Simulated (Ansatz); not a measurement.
A calculation with Ansatz (development build ahead of 0.2.0).

```yaml
crystal:
  periodic: [false, false, false]
  atoms:
    - { symbol: S, position_ang: [0.0, 0.0, -0.54068] }
    - { symbol: O, position_ang: [0.0, 0.0, 1.08136] }
basis:
  gaussian: { orbitals: cc-pVTZ }
magnetization:
  spin_polarized: true
  initial_magnetization: 2
hamiltonian:
  xc: hf
correlation:
  method: mp2
  frozen_orbitals: { O: 1, S: 5 }
```

The input is written out in the form of the current development build from the run's settings.

The run gave:

| Property | Result |
| --- | --- |
| Converged | yes |
| Reference energy | -472.37943 hartree |
| Correlation energy | -0.36502 hartree |
| Total energy | -472.74445 hartree |
| Spin squared of the determinant | 2.053 |
